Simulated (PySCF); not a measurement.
These are PBE0-D3(BJ)/def2-TZVP run with PySCF values and carry that method's errors. Gas-phase values, no solvent. 

Reference species (SMILES): `[SiH2]` (lower singlet) (neutral, multiplicity 1).

```yaml
dipole_moment: 0.17 D
```

Changed species: `[SiH]F` (lower singlet) (X = fluoro, multiplicity 1; the reference has X = H, multiplicity 1).

Q: Predict the effect on the dipole moment.

A: the dipole moment rises by 0.79 D, to 0.96 D.
